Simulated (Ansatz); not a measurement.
For 1T (CdI2-type) SnS₂, LDA (Ansatz, a first-principles code, plane waves, PAW) gives:

lattice constant a: 3.632 Å
c axis length: 5.700 Å
cohesive energy: 4.33 eV/atom
band gap at the measured cell (atoms relaxed with PBEsol): 1.18 eV

What does PBE0 (Ansatz, PAW) give for the same quantities?


- lattice constant a: 3.659 Å (rises by 0.7 %)
- lattice parameter c: 6.757 Å (goes up by 19 %)
- cohesive energy: 3.39 eV/atom (drops by 0.94 eV/atom)
- band gap at the measured cell (atoms relaxed with PBEsol): 2.94 eV (grows by 1.76 eV)

For comparison: lattice constant a 3.646 Å (measured, room temperature, no zero-point or thermal correction, our sources range from 3.640 to 3.650; as tabulated in Lima et al. (2018), arXiv:1803.05430); lattice parameter c 5.893 Å (measured, room temperature, not corrected to a static lattice; as tabulated in Lima et al. (2018), arXiv:1803.05430); band gap 2.18 eV (measured, temperature not stated, not corrected to a static lattice, indirect; as tabulated in Gonzalez and Oleynik (2016), arXiv:1609.04381).

Changes are worked out from the printed values.

Unless a cell is named, each level is at its own relaxed cell (LDA 21.70, PBE0 26.11 Å³/atom).

Levels without +SOC leave out spin–orbit coupling, which shifts energies and cells of such heavy elements.

Spin–orbit coupling is included only where a level's name says +SOC; with heavier elements it mostly lowers gaps and can invert bands. Density-functional gaps are differences of (generalised) Kohn–Sham levels.

Caveats: LDA has no dispersion term either, though it tends to give short spacings of layers, chains or molecules (LDA); the cell comes from a level without a dispersion term, which matters for the spacing of layers, chains or molecules (PBE0). Ansatz's density-functional and Hartree–Fock values are scalar-relativistic unless marked +SOC, with PAW data made under PBE.
